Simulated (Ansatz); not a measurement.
Computed with Ansatz on PBE0-D4/def2-TZVP structures; ΔE is electronic, products minus reactants. CCSD(T)/CBS adds triple-zeta CCSD(T) − MP2 to the extrapolated MP2 energy (def2 sets, frozen cores). This one scheme is used for every species. Functionals use def2-TZVPP. B3LYP here is the variant with VWN-RPA as its local correlation; programs differ in this. One conformer a species, not always the lowest.

Consider the substitution at a C–O bond: `O=CCOCF` + `OCO` → `O=CCOCO` + `OCF`.

```csv
level,ΔE (eV)
ωB97M-V,-0.02
B3LYP,-0.01
SCS-MP2/def2-TZVPP,-0.02
HF/def2-QZVPP,0.00
```

(1) What does CCSD(T)/CBS give? (An estimate is asked.)

Largest T1 diagnostic among the species: 0.014.

Results:

(1) The calculation gave: -0.01 eV. The listed levels differ from it by -0.01, 0.00, -0.01, 0.01 eV.
